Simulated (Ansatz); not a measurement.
fcc Ca, treated with LDA (Ansatz, an electronic-structure program, plane waves, PAW).

Run with plane-wave cutoff 520 eV, 20×20×20 k mesh, Fermi–Dirac smearing 0.038 eV (set by the program), scalar-relativistic PAW data made under PBE.

Computed at the level's own relaxed cell.

Hill averages of the elastic tensor: K = 18.9 GPa, G = 7.4 GPa. Volume 38.013 Å³/atom, mean atomic mass 40.078 u.

Question: Work out the density, the sound velocities of a polycrystal and the elastic Debye temperature at this level.

Answer: ρ = 1.66054 × 40.078/38.013 = 1.751 g/cm³. v_l = √[(K + 4G/3)/ρ] = 4.053 km/s and v_t = √(G/ρ) = 2.056 km/s. The mean follows from 3/v_m³ = 1/v_l³ + 2/v_t³: v_m = 2.304 km/s. Θ_D = (ħ/k_B) v_m (6π²/V)^(1/3) = 76.38 K Å s/km × 2.304 × 1.1592 Å⁻¹ = 204 K, counting all atoms of the cell.
